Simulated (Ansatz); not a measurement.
The input, for Ansatz 0.2.0:

```yaml
crystal:
  periodic: [false, false, false]
  atoms:
    - {symbol: P, position_ang: [0.000102, -0.000057, -0.042132]}
    - {symbol: H, position_ang: [1.731833, 0.018553, 0.435723]}
    - {symbol: H, position_ang: [-0.883033, 1.492318, 0.427413]}
    - {symbol: H, position_ang: [-0.851923, -1.509113, 0.431563]}
basis:
  gaussian: {orbitals: 6-31G}
total_charge: 1
magnetization: {spin_polarized: true, initial_magnetization: 1}
correlation: {method: ccsdt_q, electrons: outside_noble_gas}
```

```sh
$ ansatz run in.yaml --threads 1 --pin off --events-out ev --progress --plain --max-ram 2393MiB
```

(1) Roughly how long does this take on 1 thread of Arm Neoverse V1, shared host, and how much host memory?

```
398 factors; integrals over basis functions are off by at most 6.8e-8 eV
mean field evaluation 1: about -9305.0411 eV, gradient 5.5e0 eV
mean field evaluation 2: about -9305.0404 eV, gradient 5.5e0 eV
mean field evaluation 4: about -9305.3689 eV, gradient 6.4e-1 eV
mean field evaluation 8: about -9305.3902 eV, gradient 1.4e-2 eV
mean field evaluation 16: about -9305.3695 eV, gradient 6.4e-1 eV
mean field -9305.39007836 eV, -341.9667779597 hartree, gradient 1.8e-6 eV, S^2 0.770537; 2 other end points of the search recorded, 0 dependent functions left out
5 core orbitals not correlated: weight in the atoms' cores, before any rotation towards them, 1.000 or more for the frozen orbitals, at most 0.000 for the correlated occupied ones
reference -9305.39007836 eV, -341.9667779597 hartree; 4, 3 occupied and 10, 11 virtual orbitals, 398 factors
second order -1.86059639 eV of doubles, -0.00000000 eV of singles
cycle   1  -2.34650891 eV  change   -4.9e-1 eV  update   7.9e-2
cycle   2  -2.74794147 eV  change   -4.0e-1 eV  update   4.1e-2
cycle   3  -2.77534296 eV  change   -2.7e-2 eV  update   1.2e-2
cycle   4  -2.79087394 eV  change   -1.6e-2 eV  update   6.0e-3
cycle   5  -2.79300520 eV  change   -2.1e-3 eV  update   2.5e-3
cycle   6  -2.79212826 eV  change    8.8e-4 eV  update   1.1e-3
cycle   7  -2.79272641 eV  change   -6.0e-4 eV  update   4.3e-4
cycle   8  -2.79263472 eV  change    9.2e-5 eV  update   2.0e-4
cycle   9  -2.79265781 eV  change   -2.3e-5 eV  update   9.6e-5
cycle  10  -2.79274684 eV  change   -8.9e-5 eV  update   4.8e-5
cycle  11  -2.79276262 eV  change   -1.6e-5 eV  update   2.3e-5
cycle  12  -2.79274052 eV  change    2.2e-5 eV  update   1.1e-5
cycle  13  -2.79273263 eV  change    7.9e-6 eV  update   3.1e-6
cycle  14  -2.79273402 eV  change   -1.4e-6 eV  update   1.4e-6
cycle  15  -2.79273491 eV  change   -8.9e-7 eV  update   4.3e-7
cycle  16  -2.79273502 eV  change   -1.1e-7 eV  update   1.6e-7
perturbative correction -0.00420822 eV, -0.0001546491 hartree
Total energy: -9308.18702159 eV, -342.0695637278 hartree
```

For the same geometry and basis full CI lies 1.2 meV lower.

## Answers

(1) 2.2 s wall and 0.14 GiB.
